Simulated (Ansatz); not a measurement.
# CH₆Si (singlet): the correlation ladder at distance C1–H5 along a hydrogen transfer = 1.198 Å, cc-pVDZ

An exercise on one series of results from a longer session: the logs are not shown, and one member is left open.

Computed with Ansatz 0.2.0, Gaussian basis. Level: cc-pVDZ, core rule «outside noble gas», up to 6 orbitals frozen.

To be run: UHF; CCSD(T) on RHF; CCSD(T) on UHF; BCCD(T) on RHF; CISD; CCSDT(Q) on RHF; CASSCF and NEVPT2, 2 electrons in 2 orbitals; CASSCF and NEVPT2, 8 electrons in 8 orbitals.

2 further runs of the same task are left out: 2 that didn't finish.

### The geometry

The geometry derives from fragments relaxed apart (PBE0/def2-TZVP) and kept rigid, so it is no stationary point. A hydrogen atom is moved between rigid fragments.

8 atoms, charge 0, spin multiplicity 1.

Atoms are counted from 1 here; the program's logs count them from 0.

Bond lengths: C1–H2 1.090 Å, C1–H3 1.090 Å, C1–H4 1.090 Å, C1–H5 1.198 Å, H5–Si6 1.711 Å, Si6–H7 1.526 Å, Si6–H8 1.526 Å. Angles: H2–C1–H3 109.5°, H2–C1–H4 109.5°, H2–C1–H5 109.5°, H3–C1–H4 109.5°, H3–C1–H5 109.5°, H4–C1–H5 109.5°, C1–H5–Si6 180.0°, H5–Si6–H7 113.7°, H5–Si6–H8 113.7°, H7–Si6–H8 91.2°.

Set-up of the first run:

in.yaml reads:

```yaml
crystal:
  periodic: [false, false, false]
  atoms:
    - {symbol: C, position_ang: [-1.926763, 0.038195, -0.000001]}
    - {symbol: H, position_ang: [-2.289969, 1.065495, 0.000000]}
    - {symbol: H, position_ang: [-2.289969, -0.475456, 0.889668]}
    - {symbol: H, position_ang: [-2.289968, -0.475456, -0.889669]}
    - {symbol: H, position_ang: [-0.728763, 0.038195, 0.000000]}
    - {symbol: Si, position_ang: [0.982237, 0.038195, 0.000000]}
    - {symbol: H, position_ang: [1.594417, -0.836090, 1.090013]}
    - {symbol: H, position_ang: [1.594418, -0.836089, -1.090012]}
basis:
  gaussian: {orbitals: cc-pVDZ}
magnetization: {spin_polarized: true, initial_magnetization: 0}
hamiltonian: {xc: hf}
output: {orbitals: {seedname: orbitals}}
```

Command:

```sh
$ ansatz run in.yaml --threads 1 --pin off --events-out ev --progress --plain --max-ram 2393MiB
```

Among the steps run: UHF; CCSD(T) on RHF; CCSD(T) on UHF; BCCD(T) on RHF; CISD; CCSDT(Q) on RHF; CASSCF and NEVPT2, 2 electrons in 2 orbitals; CASSCF and NEVPT2, 8 electrons in 8 orbitals.

One table of the session follows, with a row left open; its other results are not shown here.

```
   method  from RCCSDT(Q) (meV)
      RHF                     ?
      UHF               +8714.4
     RMP2               +1594.3
     CISD               +1145.3
    RCCSD                +271.2
 RCCSD(T)                 +44.6
  BCCD(T)                 +43.8
   RCCSDT                 +11.8
RCCSDT(Q)                     0
```

Q: Estimate the row for RHF from the others.

**Answer.** from RCCSDT(Q) (meV): +8775.0. In the column «from RCCSDT(Q) (meV)» it is the highest.

Not comparable, so not listed: CCSD(T) on UHF (they don't share determinant, frozen orbitals or solution with the rows shown, or repeat one).

Caveats from the session: Left out of the table: CASSCF pair, NEVPT2 pair, CASSCF frontier, NEVPT2 frontier (the active space lost an orbital or holds another state than full CI finds). Warnings: restricted reference is unstable; spin contamination. Warnings in the runs' records: passed over end.
